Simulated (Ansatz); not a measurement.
# CH4 (triplet): wave-function methods side by side at distance H1–H2 along a hydrogen transfer = 0.829 Å, 6-31G

How much of the correlation energy of CH4 (triplet) does each wave-function method recover here?

The runs use Ansatz 0.2.0, Gaussian basis; 6-31G, core rule «outside noble gas», up to 1 orbitals frozen.

To be run: UHF; CCSD(T) on ROHF; CCSD(T) on UHF; BCCD(T) on ROHF; CISD; CCSDT(Q) on ROHF; CCSDT(Q) on UHF; CISDTQ; CCSDTQ on ROHF; CCSDTQ on UHF; CASSCF and MRCISD+Q, 4 electrons in 4 orbitals; CASSCF and NEVPT2, 4 electrons in 4 orbitals; CASSCF and MRCISD+Q, 8 electrons in 8 orbitals; CASSCF and NEVPT2, 8 electrons in 8 orbitals; Full CI.

5 further runs of the same task are left out: 5 that didn't finish.

## Step 1: The geometry

The geometry derives from fragments relaxed apart (PBE0/def2-TZVP) and kept rigid, so it is no stationary point. A hydrogen atom is moved between rigid fragments.

5 atoms, charge 0, spin multiplicity 3.

Atoms are counted from 1 here; the program's logs count them from 0.

Bond lengths: H1–H2 0.829 Å, H2–C3 1.299 Å, C3–H4 1.079 Å, C3–H5 1.079 Å. Angles: H1–H2–C3 180.0°, H2–C3–H4 112.6°, H2–C3–H5 112.6°, H4–C3–H5 134.8°.

## Step 2: UHF

Contents of in.yaml:

```yaml
crystal:
  periodic: [false, false, false]
  atoms:
    - {symbol: H, position_ang: [-1.964765, 0.000000, 0.000000]}
    - {symbol: H, position_ang: [-1.135765, 0.000000, 0.000000]}
    - {symbol: C, position_ang: [0.163235, 0.000000, 0.000000]}
    - {symbol: H, position_ang: [0.577703, 0.000000, 0.996161]}
    - {symbol: H, position_ang: [0.577703, 0.000000, -0.996161]}
basis:
  gaussian: {orbitals: 6-31G}
magnetization: {spin_polarized: true, initial_magnetization: 2}
hamiltonian: {xc: hf}
output: {orbitals: {seedname: orbitals}}
```

Command:

```console
ansatz run in.yaml --threads 1 --pin off --events-out ev --progress --plain --max-ram 2393MiB
```

The runs that follow: CCSD(T) on ROHF; CCSD(T) on UHF; BCCD(T) on ROHF; CISD; CCSDT(Q) on ROHF; CCSDT(Q) on UHF; CISDTQ; CCSDTQ on ROHF; CCSDTQ on UHF; CASSCF and MRCISD+Q, 4 electrons in 4 orbitals; CASSCF and NEVPT2, 4 electrons in 4 orbitals; CASSCF and MRCISD+Q, 8 electrons in 8 orbitals; CASSCF and NEVPT2, 8 electrons in 8 orbitals; Full CI.

Q: Predict the results of all the runs planned. Wanted: FCI below the RHF energy; RMP2 from FCI; UMP2 from FCI; RCCSD from FCI; RCCSD(T) from FCI; UCCSD(T) from FCI; RCCSDT(Q) from FCI; UCCSDT(Q) from FCI; NEVPT2 pair from FCI.

As calculated:

```
                         quantity                                                                                                                                                value
         FCI below the RHF energy                                                                                                                                           -3.0970 eV
                    RMP2 from FCI                                                                                                                                      +15.39 kcal/mol
                    UMP2 from FCI                                                                                                                                      +14.81 kcal/mol
                   RCCSD from FCI                                                                                                                                       +1.05 kcal/mol
                RCCSD(T) from FCI                                                                                                                                       +0.24 kcal/mol
                UCCSD(T) from FCI                                                                                                                                       +0.24 kcal/mol
               RCCSDT(Q) from FCI                                                                                                                                       +0.01 kcal/mol
               UCCSDT(Q) from FCI                                                                                                                                       -0.01 kcal/mol
             NEVPT2 pair from FCI                                                                                                                                      +11.99 kcal/mol
           MRCISD+Q pair from FCI                                                                                                                                       +0.16 kcal/mol
          NEVPT2 valence from FCI                                                                                                                                       +6.10 kcal/mol
levels within 1 kcal/mol (43 meV)  UCCSD, RCCSD(T), UCCSD(T), BCCD(T), RCCSDT, UCCSDT, CISDTQ, RCCSDT(Q), UCCSDT(Q), RCCSDTQ, UCCSDTQ, MRCISD+Q pair, MRCISD valence, MRCISD+Q valence
                    T1 diagnostic                                                                                                                                                0.027
   effectively unpaired electrons                                                                                                                                                 2.02
```

RCCSD(T) lands +0.24 kcal/mol from the yardstick (0.3 % of the correlation energy). One determinant dominates. Of the multireference levels listed MRCISD+Q pair comes nearest in total energy (+0.16 kcal/mol), which doesn't show that its space is the better one. These misses are within one basis, not against nature; the frozen cores of restricted and unrestricted runs differ, which can shift their rows.
